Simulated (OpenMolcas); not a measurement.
# A workflow on HS (SMILES [SH])

Aim: a single-point energy (UHF/3-21G), then the energy (CASSCF(3,3)/3-21G), then the energy (CASPT2(3,3)/3-21G), then a single-point energy (SC-NEVPT2(3,3)/3-21G), then a single-point energy (MRCI(3,3)/3-21G) of HS. 

Program for the calculation: OpenMolcas 26.06.

3 further runs of the same task are left out: 1 that didn't finish, 2 set aside as unsound or not needed.

### 1 The system as given

HS: 2 atoms, total charge 0, spin state doublet. SMILES: `[SH]`. The S1–H2 distance was set to 2.691 Å, away from the relaxed value.

### 2 The energy at UHF/3-21G (run 1)

step1.input

```
>>> EXPORT MOLCAS_PRINT=2
&GATEWAY
BasLib
$CurrDir
Coord
2
angstrom
S        1.723693      -0.563434       0.886387
H       -0.574560       0.187810      -0.295460
Basis
3-21G
Group
NoSym
&SEWARD
&SCF
UHF
Spin
2
Scramble
0.25
PrOrbitals
1 1
```

The basis set 3-21G is read from a file made from the Basis Set Exchange's data (not shown).

Launch:

```console
$ export MOLCAS_MEM=1860
$ pymolcas step1.input > step1.log
```

The program printed (excerpt; [...] marks lines left out):

```text
--- Start Module: gateway ---
[...]
--- Stop Module: gateway /rc=_RC_ALL_IS_WELL_ ---
--- Start Module: seward ---
[...]
      Basis functions           15
--- Stop Module: seward /rc=_RC_ALL_IS_WELL_ ---
--- Start Module: scf ---
[...]
       Convergence after  15 Iterations
[...]
::    Total SCF energy                               -396.0503030431
[...]
      Total spin, S                                     0.8926618520
[...]
      Total electronic charge=   17.000000
      Total            charge=   -0.000000
[...]
      Dipole Moment (debye):
      Origin of the operator (angstrom)=    1.6535   -0.5405    0.8503
                   X= -1.1546E-01               Y=  3.7741E-02               Z= -5.9374E-02           Total=  1.3521E-01
      Quadrupole Moment (debye*angstrom):
[...]
--- Stop Module: scf /rc=_RC_ALL_IS_WELL_ ---
[...]
```

Run time: 1.6 s. Hardware: 1 thread of Arm Neoverse V2, shared host; peak memory 0.37 GiB.

### 3 The energy at CASSCF(3,3)/3-21G (run 2)

step2.inp

```
>>> EXPORT MOLCAS_PRINT=2

&GATEWAY
 BasLib = $CurrDir
 Coord
 2
 angstrom
 S        1.723693      -0.563434       0.886387
 H       -0.574560       0.187810      -0.295460
 Basis = 3-21G
 Group = NoSym

&SEWARD

&RASSCF
 FileOrb = $CurrDir/step1.UnaOrb
 Spin = 2
 Nactel = 3 0 0
 Inactive = 7
 Ras2 = 3
 OrbListing = Nothing
```

The basis set 3-21G is read from a file made from the Basis Set Exchange's data (not shown).

Launch:

```console
$ export MOLCAS_MEM=1860
$ pymolcas step2.inp > step2.log
```

The program printed (excerpt; [...] marks lines left out):

```text
--- Start Module: gateway ---
[...]
--- Stop Module: gateway /rc=_RC_ALL_IS_WELL_ ---
--- Start Module: seward ---
[...]
      Basis functions           15
--- Stop Module: seward /rc=_RC_ALL_IS_WELL_ ---
--- Start Module: rasscf ---
[...]
      Number of active orbitals                  3
[...]
      Spin quantum number                      0.5
[...]
      Active orbitals                            3
[...]
      Number of CSFs                             8
[...]
      Number of root(s) required                 1
[...]
      Convergence after  7 iterations
[...]
      printout of CI-coefficients larger than  0.05 for root  1
      energy=    -396.055242
      conf/sym  111     Coeff  Weight
             1  2u0  -0.79295 0.62877
             4  udu   0.32155 0.10339
             6  uud   0.18565 0.03446
             8  0u2  -0.48309 0.23337
      Natural orbitals and occupation numbers for root  1
      sym 1:   1.395399   1.000000   0.604601
      ************************************************************************************************************************
      *                                                    Final results                                                     *
[...]
::    RASSCF root number  1 Total energy:   -396.05524163
[...]
      Total electronic charge=   17.000000
      Total            charge=   -0.000000
[...]
      Dipole Moment (debye):
      Origin of the operator (angstrom)=    1.6535   -0.5405    0.8503
                   X= -1.4967E-01               Y=  4.8924E-02               Z= -7.6965E-02           Total=  1.7527E-01
      Quadrupole Moment (debye*angstrom):
[...]
--- Stop Module: rasscf /rc=_RC_ALL_IS_WELL_ ---
[...]
```

Wall time 1.5 s (1 thread of Arm Neoverse V2, shared host); peak memory 0.37 GiB.

### 4 The energy at CASPT2(3,3)/3-21G (run 3)

step3.inp

```
&GATEWAY
 BASLIB = $CurrDir
 COORD
 2
 angstrom
 S        1.723693      -0.563434       0.886387
 H       -0.574560       0.187810      -0.295460
 BASIS = 3-21G
 GROUP = NoSym

&SEWARD

&RASSCF
 FILEORB = $CurrDir/step2.RasOrb
 SPIN = 2
 NACTEL = 3 0 0
 INACTIVE = 7
 RAS2 = 3
 ORBLISTING = Nothing

&CASPT2
 IMAGINARY = 0.1
 FROZEN = 5
```

The basis set 3-21G is read from a file made from the Basis Set Exchange's data (not shown).

Launch:

```console
$ export MOLCAS_MEM=1860
$ pymolcas step3.inp > step3.log
```

The program printed (excerpt; [...] marks lines left out):

```text
--- Start Module: gateway ---
[...]
--- Stop Module: gateway /rc=_RC_ALL_IS_WELL_ ---
[...]
      Basis functions           15
[...]
--- Start Module: rasscf ---
[...]
      Number of active orbitals                  3
[...]
      Spin quantum number                      0.5
[...]
      Active orbitals                            3
[...]
      Number of CSFs                             8
[...]
      Number of root(s) required                 1
[...]
      Convergence after  4 iterations
[...]
      printout of CI-coefficients larger than  0.05 for root  1
      energy=    -396.055242
      conf/sym  111     Coeff  Weight
             1  2u0  -0.79295 0.62877
             4  udu   0.32155 0.10339
             6  uud   0.18565 0.03446
             8  0u2  -0.48309 0.23337
      Natural orbitals and occupation numbers for root  1
      sym 1:   1.395399   1.000000   0.604601
      ************************************************************************************************************************
      *                                                    Final results                                                     *
[...]
::    RASSCF root number  1 Total energy:   -396.05524163
[...]
      Total electronic charge=   17.000000
      Total            charge=   -0.000000
[...]
      Dipole Moment (debye):
      Origin of the operator (angstrom)=    1.6535   -0.5405    0.8503
                   X= -1.4971E-01               Y=  4.8938E-02               Z= -7.6988E-02           Total=  1.7532E-01
      Quadrupole Moment (debye*angstrom):
[...]
--- Stop Module: rasscf /rc=_RC_ALL_IS_WELL_ ---
--- Start Module: caspt2 ---
[...]
 ###    WARNING: User changed nr of frozen orbitals.                         ###
 ###############################################################################
[...]
      E2 (Variational):          -0.0223680735
      Total energy:            -396.0776096991
[...]
      Reference weight:           0.99013
[...]
::    CASPT2 Root  1     Total energy:   -396.07760970
[...]
--- Stop Module: caspt2 /rc=_RC_ALL_IS_WELL_ ---
[...]
```

Run time: 1.5 s. Hardware: 1 thread of Arm Neoverse V2, shared host; peak memory 0.37 GiB.

### 5 A single-point energy at SC-NEVPT2(3,3)/3-21G (run 4)

step4.inp

```
&GATEWAY
BasLib=$CurrDir
Coord
2
angstrom
S        1.723693      -0.563434       0.886387
H       -0.574560       0.187810      -0.295460
Basis=3-21G
Group=NoSym
&SEWARD
&RASSCF
FileOrb=$CurrDir/step2.RasOrb
Spin=2
Nactel=3 0 0
Inactive=7
Ras2=3
OrbListing=Nothing
&CASPT2
SC-NEVPT2
Frozen=5
```

The basis set 3-21G is read from a file made from the Basis Set Exchange's data (not shown).

Launch:

```console
$ export MOLCAS_MEM=1860
$ pymolcas step4.inp > step4.log
```

The program printed (excerpt; [...] marks lines left out):

```text
--- Start Module: gateway ---
[...]
--- Stop Module: gateway /rc=_RC_ALL_IS_WELL_ ---
[...]
      Basis functions           15
[...]
--- Start Module: rasscf ---
[...]
      Number of active orbitals                  3
[...]
      Spin quantum number                      0.5
[...]
      Active orbitals                            3
[...]
      Number of CSFs                             8
[...]
      Number of root(s) required                 1
[...]
      Convergence after  4 iterations
[...]
      printout of CI-coefficients larger than  0.05 for root  1
      energy=    -396.055242
      conf/sym  111     Coeff  Weight
             1  2u0  -0.79295 0.62877
             4  udu   0.32155 0.10339
             6  uud   0.18565 0.03446
             8  0u2  -0.48309 0.23337
      Natural orbitals and occupation numbers for root  1
      sym 1:   1.395399   1.000000   0.604601
      ************************************************************************************************************************
      *                                                    Final results                                                     *
[...]
::    RASSCF root number  1 Total energy:   -396.05524163
[...]
      Total electronic charge=   17.000000
      Total            charge=   -0.000000
[...]
      Dipole Moment (debye):
      Origin of the operator (angstrom)=    1.6535   -0.5405    0.8503
                   X= -1.4971E-01               Y=  4.8938E-02               Z= -7.6988E-02           Total=  1.7532E-01
      Quadrupole Moment (debye*angstrom):
[...]
--- Stop Module: rasscf /rc=_RC_ALL_IS_WELL_ ---
--- Start Module: caspt2 ---
[...]
 ###    WARNING: User changed nr of frozen orbitals.                         ###
 ###############################################################################
[...]
      E2 (Variational):          -0.0214280964
[...]
      E2 (Variational):          -0.0214092083
      Total energy:            -396.0766508339
[...]
      Reference weight:           0.99107
[...]
::    SC-NEVPT2 Root  1     Total energy:   -396.07665083
[...]
--- Stop Module: caspt2 /rc=_RC_ALL_IS_WELL_ ---
[...]
```

Wall time 1.5 s (1 thread of Arm Neoverse V2, shared host); peak memory 0.37 GiB.

### 6 The energy at MRCI(3,3)/3-21G (run 5)

step5.inp

```
* HS MRCI
&GATEWAY
BasLib
$CurrDir
Coord
2
angstrom
S        1.723693      -0.563434       0.886387
H       -0.574560       0.187810      -0.295460
Basis
3-21G
Group
NoSym
&SEWARD
&RASSCF
FileOrb
$CurrDir/step2.RasOrb
Spin
2
Nactel
3 0 0
Inactive
7
Ras2
3
OrbListing
Nothing
&MOTRA
LumOrb
Frozen
5
&GUGA
Electrons
7
Spin
2
Inactive
2
Active
3
CIAll
1
&MRCI
SDCI
```

The basis set 3-21G is read from a file made from the Basis Set Exchange's data (not shown).

Launch:

```console
$ export MOLCAS_MEM=1860
$ pymolcas step5.inp > step5.log
```

The program printed (excerpt; [...] marks lines left out):

```text
--- Start Module: gateway ---
[...]
--- Stop Module: gateway /rc=_RC_ALL_IS_WELL_ ---
[...]
      Basis functions           15
[...]
      Number of active orbitals                  3
[...]
      Spin quantum number                      0.5
[...]
      Active orbitals                            3
[...]
      Number of CSFs                             8
[...]
      Number of root(s) required                 1
[...]
      Convergence after  4 iterations
[...]
      printout of CI-coefficients larger than  0.05 for root  1
      energy=    -396.055242
      conf/sym  111     Coeff  Weight
             1  2u0  -0.79295 0.62877
             4  udu   0.32155 0.10339
             6  uud   0.18565 0.03446
             8  0u2  -0.48309 0.23337
      Natural orbitals and occupation numbers for root  1
      sym 1:   1.395399   1.000000   0.604601
      ************************************************************************************************************************
      *                                                    Final results                                                     *
[...]
::    RASSCF root number  1 Total energy:   -396.05524163
[...]
      Dipole Moment (debye):
      Origin of the operator (angstrom)=    1.6535   -0.5405    0.8503
                   X= -1.4971E-01               Y=  4.8938E-02               Z= -7.6988E-02           Total=  1.7532E-01
      Quadrupole Moment (debye*angstrom):
[...]
      *** WARNING: Default frozen orbitals is overwritten by user input.
      *** Default values:   5
[...]
--- Start Module: guga ---
[...]
--- Stop Module: guga /rc=_RC_ALL_IS_WELL_ ---
--- Start Module: mrci ---
[...]
       (But an ACPF correction will be computed)
       USE THE DEFAULT ACPF G-VALUE GFAC=  0.28571428571428570
[...]
                      CI ENERGY:  -396.08253198
[...]
                ACPF CORRECTION:    -0.00029214
[...]
      Total electronic charge=   17.000000
      Total            charge=   -0.000000
[...]
     ACPF CORRECTION:     -0.00029214
[...]
  CI State   1     Total energy:   -396.08253198     QDav:     -0.00041076     QACPF:     -0.00029214
[...]
--- Stop Module: mrci /rc=_RC_ALL_IS_WELL_ ---
[...]
```

Run time: 1.6 s. Hardware: 1 thread of Arm Neoverse V2, shared host; peak memory 0.37 GiB.

### 7 Outcome

| quantity | value |
| --- | --- |
| run 1, UHF/3-21G: total energy | -396.05030 Eh |
| run 1, UHF/3-21G: dipole moment | 0.14 D |
| run 1, UHF/3-21G: HOMO energy (highest over α and β) | -9.92 eV |
| run 1, UHF/3-21G: LUMO energy (lowest over α and β) | 0.39 eV |
| run 1, UHF/3-21G: ⟨S²⟩ | 1.690 |
| run 2, CASSCF(3,3)/3-21G: total energy | -396.05524 Eh |
| run 2, CASSCF(3,3)/3-21G: dipole moment (CASSCF density) | 0.18 D |
| run 3, CASPT2(3,3)/3-21G: total energy | -396.07761 Eh |
| run 3, CASPT2(3,3)/3-21G: dipole moment (CASSCF density) | 0.18 D |
| run 4, SC-NEVPT2(3,3)/3-21G: total energy | -396.07665 Eh |
| run 4, SC-NEVPT2(3,3)/3-21G: dipole moment (CASSCF density) | 0.18 D |
| run 5, MRCI(3,3)/3-21G: total energy | -396.08253 Eh |
| run 5, MRCI(3,3)/3-21G: dipole moment (CASSCF density) | 0.18 D |

In words: ⟨S²⟩ (run 1, UHF/3-21G) is 1.69 where a pure doublet has 0.75: the reference is spin-contaminated.
